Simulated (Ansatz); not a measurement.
Born–Oppenheimer molecular dynamics of AlFH3N (6 atoms, charge 0, multiplicity 1). It starts from a relaxed structure.

Level of theory: RKS PBE0/def2-SVPD in Ansatz.

```json
{
 "ensemble": "NVT, Nosé–Hoover chain",
 "time step": "1 fs",
 "steps asked": "100",
 "set temperature": "1500 K",
 "thermostat": "time constant 100 fs, chain length 3 (defaults)",
 "seed": "144770"
}
```

First frame:

```xyz
6
Properties=species:S:1:pos:R:3
Al 0.040 0.011 -0.055
F 0.021 -0.587 1.515
N 1.593 0.012 -0.900
H 2.467 -0.318 -0.512
H 1.728 0.346 -1.846
H -1.293 0.535 -0.701
```

(1) How far do the bonds stretch over the last three quarters of this one trajectory? (Pairs bonded in most of those frames.)

## Answers

(1) 
| bond | mean (Å) | spread (Å) | shortest | longest |
| --- | --- | --- | --- | --- |
| Al1–F2 | 1.678 | 0.039 | 1.61 | 1.75 |
| Al1–N3 | 1.778 | 0.063 | 1.67 | 1.86 |
| Al1–H6 | 1.594 | 0.047 | 1.51 | 1.67 |
| N3–H4 | 1.020 | 0.026 | 0.96 | 1.07 |
| N3–H5 | 1.018 | 0.036 | 0.96 | 1.07 |

Mean temperature of the second half: 916 K. The conserved energy stayed within 2.1 meV per atom of its start (net change 1.3 meV per atom), so the integration is sound. The mean temperature of the second half is 39 % below the set value. A run of 0.1 ps of so small a system gives no equilibrium averages.

Time of the run: 4.3 min on 1 thread of Arm Neoverse V1, on a shared host, peak memory 0.14 GiB.
